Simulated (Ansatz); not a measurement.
**BHCl (quartet): wave-function methods side by side, cc-pVTZ**

An exercise on one series of results from a longer session: the logs are not shown, and one member is left open.

Program: Ansatz 0.2.0, Gaussian basis. Level of theory: cc-pVTZ, core rule «outside noble gas», up to 6 orbitals frozen. These are calculated values, not measurements.

Plan: UHF; CCSD(T) on ROHF; CCSD(T) on UHF; BCCD(T) on ROHF; CCSDT(Q) on ROHF; CCSDT(Q) on UHF.

11 further runs of the same task are left out: 7 for a known fault of the program, 4 set aside as unsound or not needed.

**The system**

The geometry is a PBE0/def2-TZVP stationary point (not a proven minimum) of the parent state, kept for this charge and spin.

3 atoms, charge 0, spin multiplicity 4.

Atoms are counted from 1 here; the program's logs count them from 0.

Bond lengths: B1–Cl2 1.710 Å, B1–H3 1.193 Å. Angles: Cl2–B1–H3 123.6°.

Geometry (Å):

```xyz
3
BClH
B     0.00000   -0.18611    1.25465
Cl    0.00000    0.03646   -0.44055
H     0.00000    0.71374    2.03857
```

Set-up of the first run:

in.yaml reads:

```yaml
crystal:
  periodic: [false, false, false]
  atoms:
    - {symbol: B, position_ang: [0.000000, -0.186113, 1.254645]}
    - {symbol: Cl, position_ang: [0.000000, 0.036461, -0.440547]}
    - {symbol: H, position_ang: [0.000000, 0.713740, 2.038566]}
basis:
  gaussian: {orbitals: cc-pVTZ}
magnetization: {spin_polarized: true, initial_magnetization: 3}
hamiltonian: {xc: hf}
output: {orbitals: {seedname: orbitals}}
```

Command:

```sh
ansatz run in.yaml --threads 1 --pin off --events-out ev --progress --plain --max-ram 2816MiB --backend cpu
```

Among the steps run: UHF; CCSD(T) on ROHF; CCSD(T) on UHF; BCCD(T) on ROHF; CCSDT(Q) on ROHF; CCSDT(Q) on UHF.

One table of the session follows, with a row left open; its other results are not shown here.

| method | from UCCSDT(Q) (meV) |
| --- | --- |
| ROHF | +8033.9 |
| UHF | +7837.5 |
| RMP2 | +1348.8 |
| UMP2 | +1405.1 |
| RCCSD | +391.5 |
| UCCSD | ? |
| RCCSD(T) | +71.2 |
| UCCSD(T) | +76.1 |
| BCCD(T) | +57.2 |
| RCCSDT | +19.5 |
| UCCSDT | +18.5 |
| RCCSDT(Q) | +5.6 |
| UCCSDT(Q) | 0 |

**Question.** Estimate the row for UCCSD.

As computed: from UCCSDT(Q) (meV): +390.1. In the column «from UCCSDT(Q) (meV)» it lies between UCCSD(T) (+76.1) and RCCSD (+391.5).

To keep in mind: Restricted and unrestricted rows rest on different reference determinants; where their highest levels disagree by more than a few hundredths of an eV, they describe different states and don't form one ladder.
